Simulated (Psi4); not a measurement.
# OCS (carbonyl sulfide): a first try and a second

Aim: energy and one-electron properties of OCS (carbonyl sulfide) at HF/6-311G** (sfX2C).

The calculation is run with Psi4 1.11.

2 further runs of the same task are left out: 1 that didn't finish, 1 set aside as unsound or not needed.

### 1 The system as given

OCS has 3 atoms, charge 0, and is taken as a singlet. SMILES: `O=C=S`. The coordinates come from a GFN2-xTB relaxation.

Bond lengths: O1–C2 1.154 Å, C2–S3 1.538 Å. Angles: O1–C2–S3 179.7°.

### 2 Try one

Input file input.in:

```
memory 1.6 GB

molecule m {
  O      0.917690     0.682680     0.579560
  C      0.092740     0.066300     0.058350
  S     -1.010430    -0.748980    -0.637910
  units angstrom
}

set basis 6-311G**
set scf_type pk
set relativistic x2c

result, w = energy("hartree-fock", return_wfn=True)
oeprop(w, "MAYER_INDICES", "LOWDIN_CHARGES")
```

Run with:

```
$ psi4 -i input.in -o input.out -n 1
```

input.out:

```text
Psi4 1.11 release

psi4.driver.p4util.exceptions.MissingMethodError: Method=hartree-fock is not available for any derivative level.

Printing out the relevant lines from the Psithon --> Python processed input file:
    ""","m")
    core.IO.set_default_namespace("m")
    core.set_global_option("BASIS", "6-311G**")
    core.set_global_option("SCF_TYPE", "pk")
    core.set_global_option("RELATIVISTIC", "x2c")
--> result, w = energy("hartree-fock", return_wfn=True)
    oeprop(w, "MAYER_INDICES", "LOWDIN_CHARGES")

!-----------------------------------------------------------------!
!                                                                 !
!  Method=hartree-fock is not available for any derivative level. !
!                                                                 !
!-----------------------------------------------------------------!

    Psi4 run time: 0:00:00.19
```

Wall time 1.5 s (1 thread of Intel Xeon Platinum 8259CL at 2.50GHz (Skylake/Cascade Lake), shared host); peak memory 0.14 GiB.

### 3 Diagnosis

The input was rejected.

The telling line is `Method=hartree-fock is not available for any derivative level.`. What is wrong: the keyword for the method is given a word that it doesn't take. To mend it: method HF in place of HARTREE-FOCK.

### 4 Try two

Input file job.dat:

```
memory 1600 mb

molecule molecule1 {
  0 1
  O      0.917690     0.682680     0.579560
  C      0.092740     0.066300     0.058350
  S     -1.010430    -0.748980    -0.637910
  units angstrom
}

set {
  basis 6-311G**
  scf_type pk
  relativistic x2c
}

e, wfn = energy('hf', return_wfn=True)
oeprop(wfn, 'MAYER_INDICES', 'LOWDIN_CHARGES')
print_variables()
```

Run with:

```
$ psi4 -n 1 job.dat job.out
```

job.out:

```text
[...]
  Running in cs symmetry.
[...]
  Nuclear repulsion =   80.187879623294720
[...]
  Multiplicity = 1
[...]
  Nalpha       = 15
  Nbeta        = 15
[...]
    Number of basis functions: 62
[...]
    WARNING: The X2C and Dirac Hamiltonians have substatially different eigenvalues!
             This is probably caused by the recontraction of the basis set.
[...]
   @RHF iter   1:  -511.31400702786442   -5.73650e-01   9.02708e-03 DIIS/ADIIS
[...]
   @RHF iter   9:  -511.37372427185426   -4.86881e-09   3.96091e-07 DIIS
[...]
    Orbital Energies [Eh]
    ---------------------
    Doubly Occupied:
       1Ap   -92.229611     2Ap   -20.665410     3Ap   -11.438084
       4Ap    -9.043736     5Ap    -6.677515     6Ap    -6.673427
       1App   -6.673427     7Ap    -1.510561     8Ap    -1.107524
       9Ap    -0.777077     2App   -0.660776    10Ap    -0.660776
      11Ap    -0.638260     3App   -0.421718    12Ap    -0.421718
[...]
  @RHF Final Energy:  -511.37372427185426
   => Energetics <=
    Nuclear Repulsion Energy =             80.1878796232947195
    One-Electron Energy =                -863.9239550217764645
    Two-Electron Energy =                 272.3623511266274591
    Total Energy =                       -511.3737242718542575
[...]
 Multipole Moments:
 ------------------------------------------------------------------------------------
     Multipole            Electronic (a.u.)      Nuclear  (a.u.)        Total (a.u.)
 ------------------------------------------------------------------------------------
 L = 1.  Multiply by 2.5417464519 to convert [e a0] to [Debye]
 Dipole X            :         -0.2167004           -0.0161433           -0.2328437
 Dipole Y            :         -0.1391535           -0.0101472           -0.1493007
 Dipole Z            :          0.0000000            0.0000000            0.0000000
 Magnitude           :                                                    0.2765988
[...]
```

Run time: 2.5 s. Hardware: 1 thread of Intel Xeon Platinum 8259CL at 2.50GHz (Skylake/Cascade Lake), shared host; peak memory 0.22 GiB.

Atomic charges (e):

```
atom  Löwdin
  O1  -0.011
  C2  -0.113
  S3  +0.124
```

### 5 What came out

Level: HF/6-311G** (sfX2C).

| quantity | value |
| --- | --- |
| total energy | -511.37372 Eh |
| dipole moment | 0.70 D |
| HOMO energy | -11.48 eV |
| LUMO energy | 3.21 eV |
| HOMO–LUMO gap | 14.68 eV |
